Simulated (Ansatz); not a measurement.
Cl–BH–Cl, quintet: reading a ladder of total energies

Geometry: that of the Cl–BH–Cl, triplet, kept fixed. The triplet lies 8.2 eV lower here.

```csv
atom,x (Å),y (Å),z (Å)
Cl,0.0000,-0.0888,1.6590
B,0.0000,0.4243,0.0000
Cl,0.0000,-0.0888,-1.6590
H,0.0000,1.6986,0.0000
```

Basis cc-pVDZ; Ansatz 0.2.0. Only valence electrons are correlated (noble-gas cores frozen), which leaves 18 electrons in 44 orbitals. R marks a restricted (for open shells ROHF) determinant, U an unrestricted one.

Full CI isn't at hand for all of this; UCCSDT(Q) serves as the reference, and is uncertain by about the last step of the cluster series.

Runs differ by some tens of microhartree through their thresholds and, for an open shell, their frozen cores, so steps under 0.03 kcal/mol mean nothing.

```
    level  total energy (hartree)
      UHF             -943.863203
     UMP2             -944.184191
    UCCSD             -944.229693
 UCCSD(T)             -944.239982
   UCCSDT             -944.242052
UCCSDT(Q)             -944.243076
```

Question: What is the correlation energy at UCCSDT(Q), and what share of it do UMP2 and UCCSDT recover?

Answer: E(corr) = -944.243076 − (-943.863203) = -0.379873 hartree = -10.337 eV. UMP2: -0.320988 / -0.379873 = 84.50 %. UCCSDT: -0.378849 / -0.379873 = 99.73 %.

Question: By how many kcal/mol does UCCSD(T) miss UCCSDT(Q) (1 hartree = 627.509 kcal/mol), and which steps make up the rest?

Answer: -944.239982 − (-944.243076) = 0.003094 hartree = 1.94 kcal/mol. Steps: UCCSDT − UCCSD(T) = -1.30, UCCSDT(Q) − UCCSDT = -0.64 kcal/mol. Differences between like states or geometries often cancel part of this.
